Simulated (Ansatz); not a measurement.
**BSi+ (quintet): from Hartree-Fock to the top rungs, cc-pVTZ**

The task here is to estimate one member of a computed series from the others.

The runs use Ansatz 0.2.0, Gaussian basis; cc-pVTZ, core rule «outside noble gas», up to 6 orbitals frozen.

To be run: UHF; CCSD(T) on ROHF; CCSD(T) on UHF; BCCD(T) on ROHF; CISD; CCSDT(Q) on ROHF; CCSDT(Q) on UHF; CASSCF and MRCISD+Q, 6 electrons in 8 orbitals; CASSCF and NEVPT2, 6 electrons in 8 orbitals.

5 further runs of the same task are left out: 1 that didn't finish, 4 set aside as unsound or not needed.

## The system

The geometry is a PBE0/def2-TZVP stationary point (not a proven minimum) of the parent state, kept for this charge and spin.

2 atoms, charge 1, spin multiplicity 5.

Atoms are counted from 1 here; the program's logs count them from 0.

Bond lengths: Si1–B2 2.095 Å.

Set-up of the first run:

Contents of in.yaml:

```yaml
crystal:
  periodic: [false, false, false]
  atoms:
    - {symbol: Si, position_ang: [0.000000, 0.000000, 0.000000]}
    - {symbol: B, position_ang: [0.000000, 0.000000, 2.094900]}
basis:
  gaussian: {orbitals: cc-pVTZ}
total_charge: 1
magnetization: {spin_polarized: true, initial_magnetization: 4}
hamiltonian: {xc: hf}
output: {orbitals: {seedname: orbitals}}
```

The run is started by

```sh
$ ansatz run in.yaml --threads 1 --pin off --events-out ev --progress --plain --max-ram 3328MiB --backend cpu
```

Steps of the session up to this table: UHF; CCSD(T) on ROHF; CCSD(T) on UHF; BCCD(T) on ROHF; CISD; CCSDT(Q) on ROHF; CCSDT(Q) on UHF; CASSCF and MRCISD+Q, 6 electrons in 8 orbitals; CASSCF and NEVPT2, 6 electrons in 8 orbitals.

One of the session's tables, all rows but one given; the rest of the session is left out.

It belongs to the step «Misses and costs». 

| method | from UCCSDT(Q) (kJ/mol) |
| --- | --- |
| ROHF | +348.4 |
| UHF | +346.3 |
| RMP2 | +97.3 |
| UMP2 | +100.7 |
| CISD | +29.3 |
| RCCSD | +31.3 |
| UCCSD | +31.2 |
| RCCSD(T) | +7.8 |
| UCCSD(T) | +7.7 |
| BCCD(T) | +7.6 |
| RCCSDT | +2.3 |
| UCCSDT | ? |
| RCCSDT(Q) | +0.4 |
| UCCSDT(Q) | 0 |
| CASSCF valence | +175.1 |
| NEVPT2 valence | +43.8 |
| MRCISD valence | +8.0 |
| MRCISD+Q valence | +0.7 |

Q: Estimate the row for UCCSDT from the others.

The run gave: from UCCSDT(Q) (kJ/mol): +2.1. In the column «from UCCSDT(Q) (kJ/mol)» it lies between MRCISD+Q valence (+0.7) and RCCSDT (+2.3).

To keep in mind: Restricted and unrestricted rows rest on different reference determinants; where their highest levels disagree by more than a few hundredths of an eV, they describe different states and don't form one ladder.
